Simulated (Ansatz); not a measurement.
Reaction (SMILES): C(F)F → F[CH2] (CH2-F) + F atom
B3LYP-D3(BJ)/def2-TZVP geometries, fixed; electronic energies without zero-point terms.

How fast the bond dissociation energy converges with the basis for several methods (Ansatz, a quantum-chemistry and plane-wave program): deviation from each method's own reference, in kcal/mol. References: CCSD(T) 124.04 kcal/mol, Hartree-Fock in cc-pVQZ plus the correlation part extrapolated as X^-3 from cc-pVTZ and cc-pVQZ; HF 80.31 kcal/mol, the value in aug-pcseg-3; MP2 131.80 kcal/mol, Hartree-Fock in aug-cc-pVQZ plus the correlation part extrapolated as X^-3 from aug-cc-pVTZ and aug-cc-pVQZ; PBE 125.75 kcal/mol, the value in aug-pcseg-3; PBE0 120.01 kcal/mol, the value in aug-pcseg-3; wB97M-V 123.30 kcal/mol, the value in aug-pcseg-3. Cartesian d functions, on some or all atoms, in 6-31G*; all else is spherical. In correlated methods cores are frozen. Open shells are unrestricted. No added dispersion term, no relativity. Functionals ending in -V hold VV10 correlation. 

| basis | functions | CCSD(T) | HF | MP2 | PBE | PBE0 | wB97M-V |
|---|---|---|---|---|---|---|---|
| pcseg-0 | 31 | -27.04 | -14.05 | -31.11 | -10.08 | -11.69 | ___ |
| 6-31G* | 49 | -6.46 | 0.47 | -7.67 | 3.08 | 1.95 | ___ |
| def2-SVPD | 82 | -4.77 | 1.67 | -5.63 | 1.61 | 1.51 | ___ |
| aug-cc-pVDZ | 87 | -7.33 | -1.45 | -7.87 | -0.69 | -0.87 | ___ |
| aug-pcseg-1 | 87 | -4.02 | 2.27 | -4.63 | 1.24 | 1.59 | ___ |
| pcseg-2 | 118 | -3.03 | 0.19 | -3.30 | 0.16 | 0.13 | ___ |
| aug-pcseg-2 | 184 | -2.20 | 0.25 | -2.51 | 0.18 | 0.20 | ___ |
| def2-QZVPP | 231 | -1.68 | -0.32 | -1.86 | -0.07 | -0.14 | ___ |

Question: Fill in the missing entries.

Answer: 
- pcseg-0, wB97M-V: -11.87
- 6-31G*, wB97M-V: 3.23
- def2-SVPD, wB97M-V: 2.00
- aug-cc-pVDZ, wB97M-V: -0.65
- aug-pcseg-1, wB97M-V: 1.47
- pcseg-2, wB97M-V: 0.01
- aug-pcseg-2, wB97M-V: 0.04
- def2-QZVPP, wB97M-V: -0.11

Mean absolute deviation over pcseg-2, aug-pcseg-2: wB97M-V 0.02, PBE0 0.17, PBE 0.17, HF 0.22, CCSD(T) 2.61, MP2 2.91 kcal/mol.
